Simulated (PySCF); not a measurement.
# Static response to an electric field

C4H9PS.
Numbering: `[CH2:1]1[CH2:2][S:3][CH2:4][CH2:5][PH:6]1` (hydrogens: H7, H8 on C1; H9, H10 on C2; H11, H12 on C4; H13, H14 on C5; H15 on P6)

Geometry (GFN2-xTB, Å), atoms numbered from 1 in this order:
```
atom  x, y, z in Å
C1    -1.3245    0.8818   -0.2469
C2    -1.4553   -0.6146   -0.4683
S3    -0.1587   -1.2744   -1.5602
C4     1.2704   -0.9335   -0.4877
C5     1.4908    0.5524   -0.2672
P6     0.1723    1.4179    0.7241
H7    -1.2946    1.4040   -1.2084
H8    -2.2017    1.2462    0.2979
H9    -1.4089   -1.1638    0.4750
H10   -2.3950   -0.8500   -0.9691
H11    2.1239   -1.3772   -1.0012
H12    1.1115   -1.4583    0.4573
H13    2.4350    0.7052    0.2659
H14    1.5682    1.0687   -1.2292
H15    0.0619    0.4037    1.6902
```

Level: CAM-B3LYP/def2-SVPD (PySCF), static field, nuclei fixed, core orbitals frozen in the response. The polarisability tensor in these axes (au):

```
x   94.75 -0.67  1.13
y   -0.67 88.51 10.23
z    1.13 10.23 84.75
```

Q: What are the eigenvalues, a third of the trace, and Δα (Δα² = ½Σ(αi − αj)² over the three pairs)?

A: Principal values 76.14, 94.82 and 97.05 au; mean 89.34 au = 13.24 Å³ = 14.73 × 10⁻⁴⁰ C²·m²/J; Δα = 19.89 au (22 % of the mean).

Q: What is the dipole moment, and where does it point?

A: (-0.01, -0.16, 0.78) D, 0.80 D in size, pointing from the negative to the positive side. Measured along this direction, the outermost atoms are H14 and H7 at the negative end and H15 at the positive end.

Q: Sum over states: ᾱ = Σ f/ω², ω in Eh. What share falls to these 8 lowest TDDFT singlets (eV, f)? 5.44, 0.0009; 6.19, 0.0243; 6.38, 0.0350; 6.42, 0.0146; 6.65, 0.0218; 6.92, 0.0338; 7.09, 0.0496; 7.22, 0.0051.

A: They add up to 3.09 au, 3.5 % of the 89.34 au; the largest single term is 0.73 au, from the state at 7.09 eV. Terms in order: 0.02, 0.47, 0.64, 0.26, 0.37, 0.52, 0.73, 0.07 au. Higher excitations give the rest. The strengths listed sum to 0.185.

Q: Give the principal axes and the span of the nuclei along them.

A: Largest value along (0.09, 0.76, 0.64), where the nuclei span 3.55 Å; middle along (0.99, -0.12, -0.01), 4.67 Å; least along (-0.07, -0.64, 0.77), 2.94 Å. The strongest response doesn't lie along the longest of the three spans.

Q: Estimate the molar refractivity from the static electronic polarisability.

A: Lorentz–Lorenz: R = (4π/3)N_A α = 2.5225 cm³/(mol·Å³) × 13.24 Å³ = 33.4 cm³/mol, in the limit of long wavelengths.

Q: How large is μ²/3kT at 350 K beside α?

A: In Gaussian units μ²/3kT = 4.37 Å³ against 13.24 Å³, a ratio of 0.33; the Debye molar polarisation (4π/3)N_A(α + μ²/3kT) is 44.4 cm³/mol, leaving out the vibrational part.

Q: What would n − 1 = 2πNα be for an ideal gas of these molecules at 500 K and 1 atm, electronic part alone?

A: N = p/kT = 1.4678 × 10¹⁹ cm⁻³, so n − 1 = 2π × N × 13.24 × 10⁻²⁴ cm³ = 1221 × 10⁻⁶ at long wavelengths, for an ideal gas.

The structure is a single GFN2-xTB conformer in the gas phase; no vibrational or solvent corrections.

These values come from a run that also computed excited states. The run took about 90 s of CPU time (one thread, shared machine).
